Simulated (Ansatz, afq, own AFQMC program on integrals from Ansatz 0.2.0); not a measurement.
## Where AFQMC and coupled cluster stand for SiGeH, quartet

```xyz
3

Si    0.0000    0.5494    1.6387
Ge    0.0000   -0.2313   -0.6245
H     0.0000    1.3608   -0.6559
```

Connectivity, by distances: Si–GeH.

Basis cc-pVDZ. Only valence electrons are correlated. Integrals, coupled cluster, full CI and functionals: Ansatz 0.2.0; the random walks run on the same integrals in our own AFQMC program. ph-AFQMC/CISD is guided by a CISD state made of CCSD amplitudes; releasing the constraint for a short imaginary time cuts its bias at the price of noise, slowly where states lie close. Free AFQMC starts from the CCSD state and is never constrained. Its projection time is finite, and what remains of the start isn't in its error. Error bars are statistical, one sigma. No spin–orbit coupling.

Determinant: UHF, the one that the program's search chose, which needn't be the lowest solution. The geometry is a point of a scan.

No full CI on the walks' own integrals is used here; CCSDT(Q) serves as the reference and is uncertain by about the last step of the cluster series.

Cautions: no relativity below Rb; no spin-orbit coupling; inner d shell frozen; lower spins were not checked.

```
T1 diagnostic                               : 0.0222
weight of the determinant in the CISD state : 0.862
⟨S²⟩ of the determinant                     : 3.770
size of the correlated space                : 9 electrons in 31 orbitals
```

Reference: CCSDT(Q), correlation energy -4.799 eV. The released energy is read at 2.40 1/Eh (meV from the phaseless value at times in 1/Eh: -12 ± 10 at 0.24, -11 ± 10 at 0.51, 4 ± 11 at 0.99, 6 ± 11 at 1.62, 4 ± 12 at 2.40).

```csv
level,E − E(reference) (kJ/mol),share of correlation (%)
HF,463.0,0.00
MP2,111.9,75.82
CCSD,23.0,95.03
CCSD(T),5.4,98.84
CCSDT,1.3,99.73
ph-AFQMC/HF,12.6 ± 4.0,97.28
ph-AFQMC/CISD,-0.5 ± 0.9,100.11
released AFQMC,-0.1 ± 1.2,100.02
free AFQMC,0.7 ± 1.2,99.84
```

Free projections are given only where their last times agree within the noise and don't stop above the reference; a slow remainder of the start can still hide under it. A walk keeps the symmetry of its determinant, which the program's search chose and which needn't be the lowest solution, so a lower state of the same spin and another symmetry isn't excluded. Released energies are given only where the last usable release times agree within the noise; a slower fall can still hide under it.
